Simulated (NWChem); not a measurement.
Molecule: C$_{2}$H$_{3}$F; SMILES C=CF

Program: NWChem. Coordinates come from a PBE0/def2-SVP optimisation. Ions are spin-unrestricted doublets at the neutral geometry; other ion states weren't tried. Functional: LC-ωPBE (HJS hole) with def2-SVP; rows give the range parameter ω in 1/bohr.

| range parameter (1/bohr) | vertical ionisation energy, ΔSCF (eV) | −ε(HOMO) (eV) | ΔSCF minus −ε(HOMO) (eV) |
|---|---|---|---|
| 0.05 | 10.26 | 7.01 | 3.25 |
| 0.15 | 10.30 | 8.39 | 1.91 |
| 0.25 | 10.34 | 9.42 | 0.92 |
| 0.35 | ? | ? | ? |
| 0.80 | 10.40 | 11.27 | -0.87 |

**Question.** Some entries are withheld; supply them.

**Answer.** 
- 0.35, vertical ionisation energy, ΔSCF (eV): 10.38
- 0.35, −ε(HOMO) (eV): 10.12
- 0.35, ΔSCF minus −ε(HOMO) (eV): 0.26
